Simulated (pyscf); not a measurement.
9 organic steps of one kind (hydrogen abstraction, radical): barrier in eV, from the separated reactants or the lowest minimum found. PySCF, gas phase, ωB97X-D3(BJ)/def2-SVP geometries. Functionals in def2-TZVP; the last column is ωB97M-D3(BJ)/def2-TZVP. Rows were drawn at random from the steps of this kind and element class whose saddle was verified and whose references are stable.

```
step                                       PBE  PBE0-D3(BJ)  B3LYP-D3(BJ)  ωB97M-D3(BJ)
---------------------------------------  -----  -----------  ------------  ------------
H₂ + H₃C–O• -> H₃C–OH + H•                0.17         0.34          0.38          0.49
H₃C–SH + H• → H₃C–S• + H₂                -0.03         0.03         -0.05          0.14
•HC=CH₂ + CH₄ → H₂C=CH₂ + CH₃•            0.31         0.40          0.42          0.53
•HC=CH₂ + H₂ -> H₂C=CH₂ + H•              0.09         0.17          0.20          0.28
H₃C–NH₂ + H• → H₃C–NH• + H₂               0.15         0.31          0.16          0.43
H₃C–F + H• → •H₂C–F + H₂                  0.26         0.40          0.29          0.51
H₂C=S + H• -> •HC=S + H₂                  0.04         0.21          0.09          0.36
HO–OH + CH₃• → •O–OH + CH₄               -0.18         0.06          0.06          0.23
H₃C–CH₂–CH₃ + CH₃• -> H₃C–CH•–CH₃ + CH₄   0.27         0.38          0.42          0.55
```

Differences from the last column (eV): PBE: mean -0.27, median -0.28, mean size 0.27, lower in 9 of 9; PBE0-D3(BJ): mean -0.14, median -0.13, mean size 0.14, lower in 9 of 9; B3LYP-D3(BJ): mean -0.17, median -0.18, mean size 0.17, lower in 9 of 9. PBE is closest for row 2 (0.17 eV apart) and farthest for row 8 (0.42 eV). PBE, r²SCAN and M06-2X carry no added dispersion term. The last column is a level with limits of its own. Each barrier is that of the saddle found.
